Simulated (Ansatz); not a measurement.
```yaml
crystal:
  periodic: [false, false, false]
  atoms:
    - {symbol: C, position_ang: [-0.712900, -0.527688, -0.255346]}
    - {symbol: Si, position_ang: [0.599114, 0.443473, 0.214584]}
    - {symbol: H, position_ang: [-1.384763, -0.977839, 0.466164]}
    - {symbol: H, position_ang: [-0.931969, -0.736985, -1.295938]}
    - {symbol: H, position_ang: [0.909212, 0.734745, 1.630241]}
    - {symbol: H, position_ang: [1.521305, 1.064293, -0.759705]}
basis:
  gaussian: {orbitals: LANL2DZ}
magnetization: {spin_polarized: true, initial_magnetization: 2}
hamiltonian: {xc: {name: SVWN5}}
output: {forces: true}
```

```sh
$ ansatz run in.yaml --threads 2 --pin off --events-out ev --progress --plain --max-ram 32768MiB --backend cpu
```

How does Ansatz answer? (Estimate.)

The calculation gave: The program refused the input.
```
Error: <dir> can't be read: No such file or directory (os error 2)
```
